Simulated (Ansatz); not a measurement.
Two structures of SiNH9O, closed shell, reached by relaxing down either side of one saddle point (PBE0-D4/def2-TZVP). Energies are electronic, without zero-point energy. Computed with Ansatz 0.2.0 (basis: def2-TZVPP and def2-QZVPP); correlated methods freeze the cores. Extrapolation: Hartree–Fock as exp(−7.88 √X), correlation as X^−2.97. First:

Si1  (-1.299, -0.032, -1.714)
H2  (0.084, -0.471, -1.394)
H3  (-1.509, -0.318, -3.165)
H4  (-2.298, -0.827, -0.961)
H5  (-1.467, 1.424, -1.511)
H6  (0.058, 0.280, 1.272)
O7  (-0.877, 0.538, 1.133)
H8  (2.064, -0.362, 0.253)
N9  (1.906, -0.098, 1.219)
H10  (-1.396, -0.058, 1.676)
H11  (2.302, -0.825, 1.802)
H12  (2.431, 0.750, 1.391)
(Å)

Second:

Si1  (-1.322, 0.022, -0.467)
H2  (2.284, 0.287, -2.248)
H3  (-0.598, -1.135, -1.040)
H4  (-2.670, 0.065, -1.121)
H5  (-0.647, 1.302, -0.781)
H6  (0.585, -0.178, 1.785)
O7  (-1.630, -0.156, 1.159)
H8  (1.835, 0.214, -1.655)
N9  (1.179, -0.079, 0.971)
H10  (-2.563, -0.198, 1.370)
H11  (1.790, -0.885, 0.927)
H12  (1.757, 0.741, 1.100)
(Å)

(1) Which bonds change from the first to the second?

(2) Give the saddle point's structure and its height above each. (An estimate is asked for; the value comes from the calculation.)

T1 diagnostic: at most 0.011.

Answers

(1) SiH₄ + H₂O + NH₃ → SiH₄O ([OH][SiH3]) + NH₃ + H₂; bonds formed: Si1–O7, H2–H8, H6–N9; bonds broken: Si1–H2, H6–O7, H8–N9.

(2) Computed: 1.331 eV above the first and 1.744 eV above the second (CCSD(T) at an estimated basis limit (MP2 extrapolated from triple and quadruple zeta, plus CCSD(T) − MP2 in triple zeta)).
Si1  (-1.087, 0.082, -1.085)
H2  (0.544, 0.098, -1.122)
H3  (-1.103, -1.080, -2.035)
H4  (-2.587, 0.037, -0.711)
H5  (-1.123, 1.394, -1.816)
H6  (0.488, -0.097, 1.171)
O7  (-0.803, -0.071, 0.684)
H8  (1.544, 0.016, -0.017)
N9  (1.617, -0.072, 1.037)
H10  (-1.648, -0.118, 1.142)
H11  (2.089, -0.927, 1.307)
H12  (2.070, 0.736, 1.447)
(Å)

Labels in which every atom is bracketed show which atoms are joined, not bond orders.

For scale, one of the runs: CCSD(T)/def2-TZVPP, 230 basis functions, launched by `ansatz run in.yaml --threads 4 --pin off --events-out ev --progress --plain --max-ram 9574MiB`. Time: 17 s of wall clock on 4 CPU threads of an AMD EPYC 9R45; the host was shared. Peak host memory: 4 GiB.
